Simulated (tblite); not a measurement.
Compound: C4H6 (triplet state).
Z-matrix (Å and degrees, GFN2-xTB geometry), rows numbered from 1:
```
C 
C   1  1.3827
C   2  1.3481  1  126.40
C   3  1.4502  2  140.47  1     0.30
H   1  1.0739  2  120.93  3   179.91
H   1  1.0750  2  121.12  3    -0.11
H   2  1.0871  1  116.61  3   179.97
H   4  1.0929  3  110.50  2   120.63
H   4  1.0930  3  110.72  2  -120.19
H   4  1.0975  3  111.55  2     0.27
```

Calculated harmonic vibrations of the isolated species, GFN2-xTB (tblite), most abundant isotopes, no scaling. Errors from tens to a few hundred cm⁻¹ against measured bands are possible. One conformer, not necessarily the lowest. Open shells enter through the occupations alone, without spin polarisation, and single modes of such species can be off by tens of per cent. A triplet here need not be the ground state.

How many normal modes are there?

10 atoms, non-linear: 3N − 6 = 24.

What is the point group of the computed structure, and how do the modes divide by symmetry?

Cs. The vibrations span 16 a′ + 8 a″.

How many distinct wavenumbers does the calculation give?

24: Cs has no degenerate species.

How many fundamentals are allowed in the infrared by symmetry?

24 of 24: in Cs every mode is allowed. All fundamentals are allowed in the Raman spectrum.

Zero-point energy?

Half the sum of the wavenumbers, 17420 cm⁻¹, or 2.160 eV from 24 modes, 1.118 eV of it from above 1550 cm⁻¹.

What thermal excitation has the softest real mode at 298.15 K?

32.5 cm⁻¹ is a vibrational temperature θ of 47 K. The population of v = 1 over v = 0 is exp(−θ/T) = 0.85, and the mean quantum number is 5.9.
